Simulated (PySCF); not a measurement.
Compound: C2HF2O2 (doublet state).
Z-matrix (Å and degrees, GFN2-xTB geometry), rows numbered from 1:
```
O 
C   1  1.2123
O   2  1.3453  1  124.17
C   2  1.4342  1  124.06  3   179.98
F   4  1.3125  2  123.23  1    -0.01
F   4  1.3151  2  124.56  1   179.87
H   3  0.9700  2  109.64  1     0.05
```

The hyperfine couplings belong to this conformer and change with its torsions.

As a line formula: `O=C(O)[C](F)F` [radical].

Computed with UKS B3LYP, pcH-1 on C F H O, non-relativistic, mean-field spin-orbit, GIAO in PySCF. One conformer (not necessarily the lowest) at the GFN2-xTB geometry, without solvent, vibrations or thermal averaging. The geometry wasn't refined by DFT: couplings that depend on bond lengths, twists or pyramidal angles can differ widely from those at the functional's own minimum. The SCF solution wasn't tested for stability.

(1) Predict the first-order ENDOR lines of F5/F6 and H7 under fast tumbling at B = 3362.1 mT (W band).

(2) Which pairs are centred on the nuclear Larmor frequency, and which on half the coupling?

(3) At what field would the lower line of F5/F6 fall to zero frequency?

Answers

(1) For S = 1/2 in fast tumbling each set of equivalent nuclei gives two lines, ν± = |νn ± a/2| to first order, with νn = g_N μN B/h and μN/h = 7.62259 MHz/T.

```tsv
nuclei	isotope	g_N	νn (MHz)	a_iso (MHz)	lower line (MHz)	upper line (MHz)
F5/F6	19F	5.2577	134.74	129.70	69.89	199.60
H7	1H	5.5857	143.15	-4.82	140.74	145.56
```

(2) Centred on νn, since |a| < 2νn: F5/F6 and H7. No pair has |a| > 2νn.

(3) Where νn = |a|/2, that is B = 64.85 MHz/(5.2577 × 7.62259 MHz/T) = 1620 mT, as far as first order holds there.

Class means assume fast exchange of nuclei equivalent by connectivity; if that motion is slow, each nucleus keeps its own coupling.
